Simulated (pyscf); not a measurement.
Optimised with ωB97X-D3(BJ)/def2-SVP in PySCF.

### Question
PBE/def2-TZVP puts the barrier of •O–Zn–OH (SMILES [O][Zn][OH]) + H₂ (SMILES [H][H]) → H₂O (SMILES O) + •O–ZnH (SMILES [O][ZnH]) (four-centre exchange; doublet surface; O–Zn, H–H broken, H–O, H–Zn formed) at 82.6 kJ/mol and the reaction energy at +17.0 kJ/mol, from the separated reactants. What do r²SCAN/def2-TZVP, B3LYP-D3(BJ)/def2-TZVP, ωB97M-D3(BJ)/def2-TZVP give on the same structures?

### Answer
r²SCAN: ΔE‡ = 84.3 kJ/mol, ΔE = +18.6 kJ/mol; B3LYP-D3(BJ): ΔE‡ = 94.1 kJ/mol, ΔE = +12.5 kJ/mol; ωB97M-D3(BJ): ΔE‡ = 92.1 kJ/mol, ΔE = +4.8 kJ/mol. PBE's barrier lies under all of them, by 1.7 to 11.5 kJ/mol. Its reaction energy lies among theirs. On the product side the descent ends in an adduct with a O–Zn contact (not fully relaxed), 47.5 kJ/mol under the separated species and 128.4 kJ/mol under the saddle at ωB97X-D3(BJ)/def2-TZVP. What is counted as broken (O–Zn) persists as a longer contact in the product adduct; parting that adduct is a step of its own. At the saddle there is also a short H–Zn contact that neither side keeps. •O–ZnH lies 157.9 kJ/mol over its isomer [HO–Zn]•, and others may lie lower still (electronic energy, ωB97M-D3(BJ)). One saddle was located; it need not be the lowest between these sides. The term symbol of open-shell •O–ZnH was not checked; spin-orbit terms are left out. Elements up to Kr have no core potential and no relativistic terms here.
